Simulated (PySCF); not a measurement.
Compound: C4H3FO.
Numbering: `[O:1]=[c:2]1[cH:3][c:4]1[CH2:5][F:6]` (hydrogens: H7 on C3; H8, H9 on C5)

Torsions of this conformer, `[O:1]=[c:2]1[cH:3][c:4]1[CH2:5][F:6]`: C3–C4–C5–F6 0°.

The closed-shell ground state was solved at several levels (PySCF, density fitting, gas phase, non-relativistic). One conformer (not necessarily the lowest) at the GFN2-xTB geometry, without solvent, vibrations or thermal averaging.

| level | basis functions | total energy (Eh) | HOMO (eV) | LUMO (eV) | gap (eV) | dipole (D) |
| --- | --- | --- | --- | --- | --- | --- |
| B3LYP/pcJ-1 | 192 | -329.2046 | -6.90 | -1.36 | 5.54 | 2.53 |
| B3LYP/def2-SVPD | 150 | -328.9748 | -7.01 | -1.48 | 5.53 | 2.69 |

What might PBE0/pcSseg-1 (117 basis functions) give for the same quantities?

Total energy -328.8102 Eh, HOMO -7.15 eV, LUMO -1.13 eV, gap 6.02 eV, dipole 2.55 D.

How far do the dipole and the HOMO energy spread over the levels?

The dipole runs from 2.53 to 2.69 D (mean 2.59 D) and the HOMO from -7.15 to -6.90 eV.
